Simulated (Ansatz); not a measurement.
An Ansatz input:

```yaml
crystal:
  lattice:
    - [0.0, 1.9270181635, 1.9270181635]
    - [1.9270181635, 0.0, 1.9270181635]
    - [1.9270181635, 1.9270181635, 0.0]
  atoms:
    - { symbol: Rh, position: [0.0, 0.0, 0.0], spin: 1.0 }
hamiltonian:
  xc: rpbe
  pseudopotentials:
    kind: paw
    azcp:
      Rh: "pseudopotentials/Rh.paw.azcp"
basis:
  ecutwfc: 420
  fft_grid_basis: typed
kpoints:
  mp_grid: { grid: [23, 23, 23], shift: [0, 0, 0] }
magnetization:
  spin_polarized: true
scf:
  occupations: { method: fermi_dirac, width: 0.05 }
```

Output

```
Engine: ansatz 0.2.0, aarch64-unknown-linux-gnu
Pseudopotentials: kind: paw
Pseudopotential: Rh, paw, valence charge 17, recommended cutoff 420 eV (normal) 
Functional definition: RPBE
  parameter kappa = 0.804
  parameter beta = 0.06672455060314922
  exchange = rpbe_x(kappa = kappa, mu = beta*pi^2/3)
  correlation = pbe_c(beta = beta)
Crystal: 1 atoms, lattice volume = 14.312 Å³
Basis set: ecut = 420 eV, 283 PW (Γ)
Bands: 13, of which v1, the nominal top of the filled ones, is band 9 counted from 1 (8 counted from 0)
Symmetry: 48 space group operations
Space group: Fm-3m (ITA 225), of the structure as read, at distance tolerance 2.4e-5 Å
Magnetic group: BNS 225.116 (UNI 1618), of the structure as read, at distance tolerance 2.4e-5 Å
k-points: 364 of 12167
Non-local potential: Rh, projectors of the file, l = 0: 3, l = 1: 2, l = 2: 2, l = 3: 1
PAW form: soft (Blöchl's): semilocal exchange-correlation on the pseudo side does not see the compensation charge
PAW frozen core: Rh, regenerated for the run's functional, and the local potential with it (the file was generated under x = pbe(κ = 0.804, μ = 0.2195149727645171), c = pbe(β = 0.06672455060314922))
PAW one-centre angular grid: Rh, 590 points (default); XC on 64 Gauss nodes
Initial density: superposition of atomic densities (chi_scale 0.1, normalization cell)
Starting moments: Σ|m| = 1 μB on 1 of 1 site
Initial wavefunctions: pseudopotential atomic-orbital guess
Functional: x = rpbe, c = pbe(β = 0.06672455060314922)
SCF iter   1: F=—  HF=-6411.035506 eV  |F-HF|=—  |Δ(HF+E_count)|=         —  Δρ=9.50e-2 (↑9.50e-2 ↓3.54e-2)  dr2=1.45e0  dr2_m=3.20e-1  M=0.138 μB ∫|m|=0.138 μB  β_m=0.30  ethr=3.10e-3  ⟨swp⟩=5.0  Hψ=51505  notcnv=0
Mixer restart at iter 1: flushing history
SCF iter   2: F=—  HF=-6410.436902 eV  |F-HF|=—  |Δ(HF+E_count)|=   5.99e-1  Δρ=4.73e-2 (↑4.73e-2 ↓3.01e-2)  dr2=1.25e-1  dr2_m=1.61e-1  M=0.122 μB ∫|m|=0.122 μB  β_m=0.39  ethr=3.10e-3  ⟨swp⟩=2.7  Hψ=22818  notcnv=0
SCF iter   3: F=—  HF=-6410.385514 eV  |F-HF|=—  |Δ(HF+E_count)|=   5.14e-2  Δρ=2.13e-2 (↑2.13e-2 ↓2.09e-2)  dr2=9.01e-3  dr2_m=5.04e-2  M=0.075 μB ∫|m|=0.075 μB  β_m=0.65  ethr=7.34e-4  ⟨swp⟩=2.3  Hψ=15413  notcnv=0
SCF iter   4: F=—  HF=-6410.378548 eV  |F-HF|=—  |Δ(HF+E_count)|=   6.97e-3  Δρ=1.19e-3 (↑1.16e-3 ↓1.19e-3)  dr2=1.30e-4  dr2_m=8.48e-5  M=0.005 μB ∫|m|=0.006 μB  β_m=0.82  ethr=5.30e-5  ⟨swp⟩=2.8  Hψ=16342  notcnv=0
SCF iter   5: F=—  HF=-6410.378495 eV  |F-HF|=—  |Δ(HF+E_count)|=   5.22e-5  Δρ=3.02e-4 (↑2.52e-4 ↓3.02e-4)  dr2=1.19e-6  dr2_m=9.66e-6  M=0.001 μB ∫|m|=0.002 μB  β_m=0.91  ethr=7.63e-7  ⟨swp⟩=2.0  Hψ=15078  notcnv=0
SCF iter   6: F=—  HF=-6410.378496 eV  |F-HF|=—  |Δ(HF+E_count)|=   1.94e-7  Δρ=4.60e-5 (↑4.60e-5 ↓1.72e-5)  dr2=8.47e-8  dr2_m=1.18e-7  M=0.000 μB ∫|m|=0.000 μB  β_m=0.96  ethr=7.01e-9  ⟨swp⟩=2.3  Hψ=14714  notcnv=0
SCF iter   7: F=—  HF=-6410.378496 eV  |F-HF|=—  |Δ(HF+E_count)|=   1.31e-7  Δρ=7.33e-6 (↑4.13e-6 ↓7.33e-6)  dr2=1.30e-9  dr2_m=4.15e-9  M=0.000 μB ∫|m|=0.000 μB  β_m=0.97  ethr=4.98e-10  ⟨swp⟩=2.5  Hψ=15471  notcnv=0
SCF iter   8: F=—  HF=-6410.378496 eV  |F-HF|=—  |Δ(HF+E_count)|=   1.89e-9  Δρ=8.05e-7 (↑5.26e-7 ↓8.05e-7)  dr2=2.22e-10  dr2_m=7.41e-12  M=0.000 μB ∫|m|=0.000 μB  β_m=0.99  ethr=7.64e-12  ⟨swp⟩=2.2  Hψ=15346  notcnv=0
SCF iter   9: F=-6410.378496 eV  HF=-6410.378496 eV  |F-HF|=3.64e-12  |Δ(HF+E_count)|=  6.37e-12  Δρ=9.77e-8 (↑9.59e-8 ↓9.77e-8)  dr2=5.09e-12  dr2_m=5.19e-14  M=-0.000 μB ∫|m|=0.000 μB  ethr=1.31e-12  ⟨swp⟩=1.0  Hψ=25679  notcnv=0
SCF 1 converged in 9 iterations: F = -6410.378496 eV  dr2 = 5.09e-12
WARN: the starting moments were not kept: the SCF closed with an absolute magnetisation of 1.5e-7 μB, where they sum to 1 μB in size (1 site). That is at most 0.1 of that sum. Measured as dr2_m measures the in/out step, that magnetisation stands 7.0e-15 eV from none, at or under the dr2_threshold of 1.0e-7 eV: it is no larger than a step whose dr2_m would equal this threshold. The system may hold no moment; this SCF shows only that its start led to no more than that. To try another start: raise the starting moments (crystal.atoms[].spin, magnetization.per_species, magnetization.initial_magnetization, or on a non-collinear deck that types none of these the spinor_matrix: blocks that start its atoms; where the total moment is fixed, keep their sum and leave initial_magnetization as it is; typed ones take the place of any that the run laid by itself, positive ones on a crystal's lanthanoids without a Hubbard term where scf.initial_density.shell_occupations: [] is typed) or, if the notice of its spin-set hold's release reads "site moments contracting" or "site moments show no strong build", lengthen the hold (scf.mixing.spin_hold: { on: { confirm: 4 } }; for m-r²SCAN on two components see the key's manual first). Each may lead to a state that holds a moment. A second SCF, from the converged charge density, with the starting moments and any scf.initial_density.shell_occupations laid on it anew, would have followed, and was not run: the deck does not ask for one (magnetization.retry_lost_moments is false, the default). To let it run, set magnetization.retry_lost_moments: true and run the deck again, where that key's refused combinations let it; where memory then withholds it, that run's warning says so.
SCF converged after 9 iterations
Magnetization: -0.0000 μB (8.5000 up, 8.5000 down)
Absolute magnetization: 0.0000 μB (∫|ρ↑−ρ↓|, with the PAW one-centre terms)
Spin contamination: 0.0000 ħ² per cell (⟨S²⟩ above its minimum at these occupations)
Per-site moments (μB) at R_I (Å): [(1.8091907422457495e-8, 1.1241512789764103)]
Free energy (F): -6410.378496 eV
Harris-Foulkes:  -6410.378496 eV  (|F-HF|=3.64e-12)
Internal energy: -6410.367165 eV  (E = F + TS)
E sigma→0 (E₀):  -6410.372830 eV
Entropy (-TS):   -0.011331 eV (-11.331 meV/atom)
Fermi energy:    21.346495 eV
--- Per-component energies (eV) ---
  E_band       = -100.367251
  E_kinetic    = 572.308291
  E_local      = -1612.047860  (includes V_loc(G=0)·N_el)
  E_nonlocal   = 353.707404
  E_hartree    = 567.036795
  E_xc         = -221.758574
  E_vxc        = -278.020537  (∫ρ·V_xc dr)
  E_paw        = -3594.197023  (= ΣΔE_a)
  E_vpaw       = -270.388920  (= ΣTr[D̂ρ^β])
  E_aug_tail   = 0.000889  (compensation charges beyond the density's cutoff)
  E_ewald      = -2475.312976
  E_core_change = -0.104111  (= ΣΔE_core)
  E_smearing   = -0.011331  (= −TS)
  E_closure    = 0.000000  (closes the sum)
  Σ components = -6410.378496   (vs F -6410.378496, Δ=0.00e0)
```
